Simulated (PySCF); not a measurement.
Gas-phase reaction: C3H4 (allene) + 2 H2 → C3H8

Method: PySCF energies plus ideal-gas RRHO corrections (1 bar). Table values come from the NASA 1993 polynomials. † marks an energy on the PBE0/def2-TZVP geometry and frequencies; other levels use their own. MP2 freezes the core. All species are closed-shell singlets. MP2 isn't extrapolated to the basis-set limit.

```json
[
 {"level": "table", "ΔH°(298 K), kJ": "-295.6"},
 {"level": "MP2/def2-SVP†", "ΔH°(298 K), kJ": "-329.0"},
 {"level": "MP2/def2-TZVPP†", "ΔH°(298 K), kJ": "…"},
 {"level": "PBE/def2-SVP", "ΔH°(298 K), kJ": "-309.0"},
 {"level": "PBE/def2-TZVP†", "ΔH°(298 K), kJ": "-282.5"},
 {"level": "PBE0/def2-QZVP†", "ΔH°(298 K), kJ": "…"},
 {"level": "PBE0/def2-SVP†", "ΔH°(298 K), kJ": "-341.9"},
 {"level": "PBE0/def2-TZVP", "ΔH°(298 K), kJ": "…"},
 {"level": "LDA/def2-TZVP†", "ΔH°(298 K), kJ": "…"}
]
```

### Question
Fill in the missing entries.

### Answer

- MP2/def2-TZVPP†, ΔH°(298 K), kJ: -307.7
- PBE0/def2-QZVP†, ΔH°(298 K), kJ: -315.9
- PBE0/def2-TZVP, ΔH°(298 K), kJ: -315.4
- LDA/def2-TZVP†, ΔH°(298 K), kJ: -345.5
